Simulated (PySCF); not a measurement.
Identify the unknown among the candidates.

All candidates are C5H10.

- 1H NMR: chemical shifts (computed TMS as zero) by class: 5.38 (1 H), 1.72 (3 H), 1.70 (3 H), 1.65 (3 H) ppm [GIAO PBE0/pcSseg-1]
- 13C NMR: chemical shifts (computed TMS as zero) by class: 138.6 (1 C), 128.0 (1 C), 28.3 (1 C), 18.1 (1 C), 16.2 (1 C) ppm [GIAO PBE0/pcSseg-1]
- Couplings: largest of the computed one-bond spin–spin couplings (means over like bonds): 13C–1H +157.4, 13C–1H +132.0 (×3), 13C–1H +132.0 (×3), 13C–1H +131.9 (×3), 13C–13C +80.4, 13C–13C +48.6, 13C–13C +46.6, 13C–13C +45.7 Hz [B3LYP/pcJ-1, spin–dipole term left out]
- XPS: C1s 289.7, C1s 290.1, C1s 290.5, C1s 290.5, C1s 290.5 eV [ΔSCF SCAN, pcX-2 on the ionised atom, pcseg-1 elsewhere, spin-free X2C]
- Dipole: 0.22 D [PBE0/pcSseg-1]
- Rotational structure: rotational constants A, B, C: 8.070, 3.526, 2.571 GHz [PBE0-D3(BJ)/def2-SVP]

The electronic properties come from PySCF, for the isolated species, density fitting. Levels stand in brackets. Isolated species at its PBE0-D3(BJ)/def2-SVP geometry, gas phase. Each NMR value is the plain mean over a class of atoms that symmetry, rotation or inversion makes alike.

Question: Which candidate is it?
A. `CC=C(C)C`
B. `C=CC(C)C`
C. `C=CCCC`
D. `CC1(C)CC1`
E. `C1CCCC1`

Answer: A. It is `CC=C(C)C`. Numbering: `[CH3:1][CH:2]=[C:3]([CH3:4])[CH3:5]`. Its formula, C5H10, gives 1 degree of unsaturation: 0 rings and 1 π bond in the structure found. 5 carbons fall into 5 classes; from least to most shielded: fully substituted alkene carbon [C3] (138.6 ppm), alkene CH carbon [C2] (128.0 ppm), allylic carbon [C5] (28.3 ppm), allylic carbon [C4] (18.1 ppm), allylic carbon [C1] (16.2 ppm). Hydrogen classes from least to most shielded: 1 H on an alkene CH carbon, C2 (5.38 ppm), 3 H on an allylic carbon, C1 (1.72 ppm), 3 H on an allylic carbon, C5 (1.70 ppm), 3 H on an allylic carbon, C4 (1.65 ppm, a mean of values up to 0.9 ppm apart in this geometry). The couplings run between: +157.4 Hz, alkene CH carbon [C2] and its hydrogen; +132.0 Hz, allylic carbon [C4] and its hydrogen (with 2 like pairs); +132.0 Hz, allylic carbon [C5] and its hydrogen (with 2 like pairs); +131.9 Hz, allylic carbon [C1] and its hydrogen (with 2 like pairs); +80.4 Hz, alkene CH carbon [C2] and fully substituted alkene carbon [C3]; +48.6 Hz, allylic carbon [C1] and alkene CH carbon [C2]; +46.6 Hz, fully substituted alkene carbon [C3] and allylic carbon [C5]; +45.7 Hz, fully substituted alkene carbon [C3] and allylic carbon [C4]. The core levels belong to: C1s 289.7 eV, alkene CH carbon [C2]; C1s 290.1 eV, fully substituted alkene carbon [C3]; C1s 290.5 eV, allylic carbon [C5]; C1s 290.5 eV, allylic carbon [C1]; C1s 290.5 eV, allylic carbon [C4]. By its constants the optimised geometry is an asymmetric top.

The others, at the same levels:
- `C=CCCC` fails: its computed core binding energies are C1s 290.0, C1s 290.4, C1s 290.5, C1s 290.6, C1s 290.6 eV, rotational constant A is 18.198 GHz (against 8.070 GHz) and smallest rotational constant is 2.089 GHz (against 2.571 GHz).
- `C=CC(C)C` fails: it has 4 carbon classes against 5; its computed 13C shifts are 155.9 (1 C), 119.7 (1 C), 38.2 (1 C), 24.8 (2 C) ppm, core binding energies are C1s 290.0, C1s 290.3, C1s 290.4 (×2), C1s 290.7 eV and 1H shifts are 5.80 (1 H), 5.31 (1 H), 5.13 (1 H), 2.00 (1 H), 0.99 (6 H) ppm.
- `C1CCCC1` fails: it has 1 carbon class against 5; its computed 13C shifts are 28.0 (5 C) ppm, core binding energies are C1s 290.3 (×5) eV and 1H shifts are 1.45 (10 H) ppm.
- `CC1(C)CC1` fails: its computed core binding energies are C1s 290.3 (×2), C1s 290.5 (×2), C1s 290.6 eV, rotational constant A is 6.179 GHz (against 8.070 GHz) and smallest rotational constant is 3.819 GHz (against 2.571 GHz).

Each candidate is one conformer, not necessarily the lowest. The conformers computed, where there is a choice (atom-mapped SMILES and torsion angles):
- `[CH2:1]=[CH:2][CH2:3][CH2:4][CH3:5]`: C1–C2–C3–C4 119°, C2–C3–C4–C5 179°
- `[CH2:1]=[CH:2][CH:3]([CH3:4])[CH3:5]`: C1–C2–C3–C4 -118°
